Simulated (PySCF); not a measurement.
Pyrazine, C₄H₄N₂.
Atom-mapped SMILES: `[cH:1]1[cH:2][n:3][cH:4][cH:5][n:6]1`

Structure used (PBE0-D3(BJ)/def2-SVP), in Å, numbered top down from 1:
```xyz
10
C4H4N2 angstrom
C     -0.5760   -1.1968    0.0035
C      0.8126   -1.0501    0.0373
N      1.3908    0.1471    0.0338
C      0.5760    1.1968   -0.0035
C     -0.8126    1.0501   -0.0373
N     -1.3908   -0.1471   -0.0338
H     -1.0342   -2.1923    0.0069
H      1.4680   -1.9278    0.0678
H      1.0342    2.1923   -0.0069
H     -1.4680    1.9278   -0.0678
```

Definitions: NICS(0) = −σiso at the ring centroid; NICS(1) = −σiso and NICS(1)zz = −σzz at ±1 Å along the ring normal z. Level: GIAO KT2/pcSseg-2 (PySCF, non-relativistic, gas phase) on the PBE0-D3(BJ)/def2-SVP geometry, one conformer.

Ring bond lengths (Å): C1–C2 1.397, C2–N3 1.329, N3–C4 1.329, C4–C5 1.397, C5–N6 1.330, N6–C1 1.329.

What do the NICS probes read (ppm)?

| ring | type | NICS(0) | NICS(1), two faces | NICS(1)zz, two faces | rms pucker (Å) | centre to ring atoms, mean (Å) |
| --- | --- | --- | --- | --- | --- | --- |
| C1–C2–N3–C4–C5–N6 | 6-membered ring with 2 N; formal bonds all aromatic | -5.2 | -9.7 / -9.7 | -28.0 / -28.0 | 0.00 | 1.35 |

What do they say, and how far can they be read as aromaticity?

- C1–C2–N3–C4–C5–N6: mean NICS(1)zz -28.0 ppm, shielded, aromatic by this magnetic criterion (flat ring, no four-coordinate atom).

And the bond-length index? HOMA = 1 − mean of α(R − Ropt)² over the ring bonds, with Krygowski's 1993 parameters (CC: Ropt 1.388 Å, α 257.7 Å⁻²; CN: Ropt 1.334 Å, α 93.52 Å⁻²).

- C1–C2–N3–C4–C5–N6: HOMA 0.99; the largest term is that of C1–C2, α(R − Ropt)² = 0.02. The geometric and the magnetic index point the same way.

How do the values depend on the level or the medium?

```json
{"level": "KT2/pcSseg-2, gas", "NICS(0), C1–C2–N3–C4–C5–N6": "-5.2", "mean NICS(1)zz, C1–C2–N3–C4–C5–N6": "-28.0"}
{"level": "PBE0/pcSseg-1, gas", "NICS(0), C1–C2–N3–C4–C5–N6": "-5.8", "mean NICS(1)zz, C1–C2–N3–C4–C5–N6": "-28.8"}
{"level": "BLYP/pcSseg-2, gas", "NICS(0), C1–C2–N3–C4–C5–N6": "-5.0", "mean NICS(1)zz, C1–C2–N3–C4–C5–N6": "-28.0"}
{"level": "BP86/pcSseg-2, gas", "NICS(0), C1–C2–N3–C4–C5–N6": "-5.1", "mean NICS(1)zz, C1–C2–N3–C4–C5–N6": "-28.2"}
{"level": "HF/pcSseg-2, gas", "NICS(0), C1–C2–N3–C4–C5–N6": "-6.4", "mean NICS(1)zz, C1–C2–N3–C4–C5–N6": "-31.9"}
{"level": "LDA/pcSseg-2, gas", "NICS(0), C1–C2–N3–C4–C5–N6": "-4.7", "mean NICS(1)zz, C1–C2–N3–C4–C5–N6": "-28.2"}
{"level": "OPBE/pcSseg-2, gas", "NICS(0), C1–C2–N3–C4–C5–N6": "-5.5", "mean NICS(1)zz, C1–C2–N3–C4–C5–N6": "-28.4"}
{"level": "PBE/pcSseg-2, gas", "NICS(0), C1–C2–N3–C4–C5–N6": "-5.0", "mean NICS(1)zz, C1–C2–N3–C4–C5–N6": "-28.2"}
```

The geometry is the same throughout.
